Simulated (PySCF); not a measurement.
# C5H6F+ (SMILES Cc1c(C)[c+]1F) at 6 levels

We compute a comparison of 6 runs (HF/def2-SVP, PBE/6-31G, B3LYP/6-31G*, PBE0/6-31G*, PBE0/def2-SVP, TPSS/6-311+G**) of C5H6F+. The job is set up through a Python script.

The results are computed with PySCF 2.14.0.

1 further run of the same task is left out (set aside as unsound or not needed).

## Step 1: Starting point

C5H6F+: 12 atoms, total charge +1, spin state singlet. As SMILES, `Cc1c(C)[c+]1F`. The shape is that of a GFN2-xTB optimisation.

Bond lengths: C1–C2 1.437 Å, C2–C3 1.414 Å, C3–C4 1.437 Å, C2–C5 1.381 Å, C3–C5 1.381 Å, C5–F6 1.276 Å, C1–H7 1.096 Å, C1–H8 1.090 Å, C1–H9 1.090 Å, C4–H10 1.090 Å, C4–H11 1.090 Å, C4–H12 1.096 Å. Some angles: C1–C2–C3 150.4°, C1–C2–C5 150.4°, C3–C2–C5 59.2°, C2–C3–C4 150.0°, C2–C3–C5 59.2°, C4–C3–C5 150.8°, C2–C5–C3 61.6°, C2–C5–F6 149.4°, C3–C5–F6 149.0°, C2–C1–H7 108.5°.

## Step 2: Energy and gradient at HF/def2-SVP (run 1)

File calc.py:

```python
from pyscf import gto

system = gto.M(
    atom='''
C     -1.457850    -0.322240     1.337930
C     -0.442710     0.298770     0.532660
C      0.535370     0.223910    -0.486240
C      1.243590    -0.536560    -1.478600
C      0.298310     1.410150     0.180670
F      0.569330     2.646250     0.344870
H     -0.988670    -0.711740     2.248590
H     -1.910860    -1.169370     0.823290
H     -2.212140     0.398550     1.653840
H      1.583590     0.096160    -2.298650
H      0.642780    -1.369210    -1.844060
H      2.139260    -0.964660    -1.014290
''',
    spin=0,
    verbose=4,
    basis='def2-svp',
    charge=1,
    max_memory=1860,
)

mf = system.RHF()
mf.conv_tol = 1e-10
mf.kernel()
if not mf.converged:
    mf = mf.newton().run(mf.mo_coeff, mf.mo_occ)

e_tot = mf.e_tot
print('Final energy', e_tot)
grad = mf.nuc_grad_method().kernel()
mf.analyze()
```

Command:

```sh
$ OMP_NUM_THREADS=1 python calc.py
```

Log:

```text
PySCF version 2.14.0

[... 100 lines left out ...]
MO #9   energy= -1.23053087013798  occ= 2
[... 20 lines left out ...]
MO #30  energy= 0.110632262880741  occ= 0
[... 20 lines left out ...]
MO #51  energy= 0.698053422931359  occ= 0
[... 20 lines left out ...]
MO #72  energy= 1.60099769028362   occ= 0
[... 20 lines left out ...]
MO #93  energy= 2.33359453751982   occ= 0
[... 20 lines left out ...]
MO #114 energy= 4.20458396156755   occ= 0
[... 130 lines left out ...]
WARN: System has nonzero charge 1; the dipole moment is origin-dependent.
Location of origin: [0. 0. 0.]

Dipole moment(X, Y, Z, Debye):  0.14901,  0.19489,  0.13174
```

Wall time 32 s (1 thread of Intel Xeon at 2.50GHz (Skylake/Cascade Lake), shared host); peak memory 0.28 GiB.

## Step 3: Energy and forces at PBE/6-31G (run 2)

File input.py:

```python
import pyscf.grad
from pyscf import gto, dft

mol = gto.M(
    atom='''
C     -1.457850    -0.322240     1.337930
C     -0.442710     0.298770     0.532660
C      0.535370     0.223910    -0.486240
C      1.243590    -0.536560    -1.478600
C      0.298310     1.410150     0.180670
F      0.569330     2.646250     0.344870
H     -0.988670    -0.711740     2.248590
H     -1.910860    -1.169370     0.823290
H     -2.212140     0.398550     1.653840
H      1.583590     0.096160    -2.298650
H      0.642780    -1.369210    -1.844060
H      2.139260    -0.964660    -1.014290
''',
    verbose=4,
    basis='6-31g',
    max_memory=1860,
    charge=1,
)

myscf = dft.RKS(mol, xc='pbe')
myscf.conv_tol = 1e-10
myscf.grids.level = 5
myscf.kernel()
if not myscf.converged:
    myscf = myscf.newton().run(myscf.mo_coeff, myscf.mo_occ)

e_final = myscf.e_tot
print(f'total energy: {e_final:.8f} hartree')
grad = myscf.Gradients().kernel()
dip = myscf.dip_moment()
pop, q = myscf.mulliken_pop()
```

Command:

```sh
$ OMP_NUM_THREADS=1 python input.py
```

Log:

```text
PySCF version 2.14.0

[... 83 lines left out ...]
converged SCF energy = -293.205722694378
total energy: -293.20572269 hartree
[... 13 lines left out ...]
WARN: System has nonzero charge 1; the dipole moment is origin-dependent.
[... 2 lines left out ...]
Dipole moment(X, Y, Z, Debye):  0.23379,  0.27623,  0.20671
[... 79 lines left out ...]
charge of   11H =      0.27319
```

Wall time 55 s (1 thread of Intel Xeon at 2.50GHz (Skylake/Cascade Lake), shared host); peak memory 0.69 GiB.

Runs 3 to 5 aren't shown in full; the table further down has their settings and results.

## Step 4: Energy and gradient at TPSS/6-311+G(d,p) (run 6)

File start.xyz:

```xyz
12

C     -1.457850    -0.322240     1.337930
C     -0.442710     0.298770     0.532660
C      0.535370     0.223910    -0.486240
C      1.243590    -0.536560    -1.478600
C      0.298310     1.410150     0.180670
F      0.569330     2.646250     0.344870
H     -0.988670    -0.711740     2.248590
H     -1.910860    -1.169370     0.823290
H     -2.212140     0.398550     1.653840
H      1.583590     0.096160    -2.298650
H      0.642780    -1.369210    -1.844060
H      2.139260    -0.964660    -1.014290
```

File run.py:

```python
import pyscf.grad
from pyscf import gto, dft

mol = gto.M(
    atom='start.xyz',
    verbose=3,
    charge=1,
    basis='6-311+g**',
    max_memory=1860,
)

mf = dft.RKS(mol, xc='tpss')
mf.grids.level = 5
mf.conv_tol = 1e-10
mf.kernel()
if not mf.converged:
    mf = mf.newton().run(mf.mo_coeff, mf.mo_occ)

e_final = mf.e_tot
print(f'total energy: {e_final:.8f} hartree')
grad = mf.Gradients().kernel()
mf.analyze()
```

Command:

```sh
$ OMP_NUM_THREADS=1 python run.py
```

Log:

```text
converged SCF energy = -293.76207440459
[... 32 lines left out ...]
MO #23  energy= -0.277473426185242 occ= 0
[... 28 lines left out ...]
MO #52  energy= 0.0845313831337288 occ= 0
[... 28 lines left out ...]
MO #81  energy= 0.651988195403028  occ= 0
[... 28 lines left out ...]
MO #110 energy= 1.52120634155972   occ= 0
[... 28 lines left out ...]
MO #139 energy= 2.61286325253247   occ= 0
[... 28 lines left out ...]
MO #168 energy= 66.5739544814176   occ= 0
[... 14 lines left out ...]
WARN: System has nonzero charge 1; the dipole moment is origin-dependent.
Location of origin: [0. 0. 0.]

Dipole moment(X, Y, Z, Debye):  0.18712,  0.30277,  0.15946
```

It took 5.1 min on 1 thread of Intel Xeon at 2.50GHz (Skylake/Cascade Lake), shared host; peak memory 2.2 GiB.

## Step 5: Overview of the runs

```tsv
run	level	integration grid	energy (Eh)	HOMO energy (eV)	LUMO energy (eV)	HOMO–LUMO gap (eV)	wall time
1	HF/def2-SVP	–	-291.727221	-18.18	-2.47	15.72	32 s
2	PBE/6-31G	5	-293.205723	-13.84	-7.69	6.15	55 s
3	B3LYP/6-31G* (spherical functions)	5	-293.631992	-14.85	-6.71	8.14	91 s
4	PBE0/6-31G* (spherical functions)	5	-293.305639	-15.14	-6.52	8.61	86 s
5	PBE0/def2-SVP	5	-293.091902	-15.23	-6.69	8.54	1.8 min
6	TPSS/6-311+G**	5	-293.762074	-13.91	-7.55	6.36	5.1 min
```

## Step 6: Results

| quantity | value |
| --- | --- |
| run 6: total energy | -293.76207 Eh |
| run 6: HOMO energy | -13.91 eV |
| run 6: LUMO energy | -7.55 eV |
| run 6: HOMO–LUMO gap | 6.36 eV |
| run 6: largest force on an atom | 1.521 eV/Å |

What this shows: The HOMO–LUMO gap runs from 6.15 eV (PBE/6-31G) to 15.72 eV (HF/def2-SVP). The two ends differ in method and basis. Totals of different functionals can't be ranked against each other. All runs together took 11 min, the longest 5.1 min.
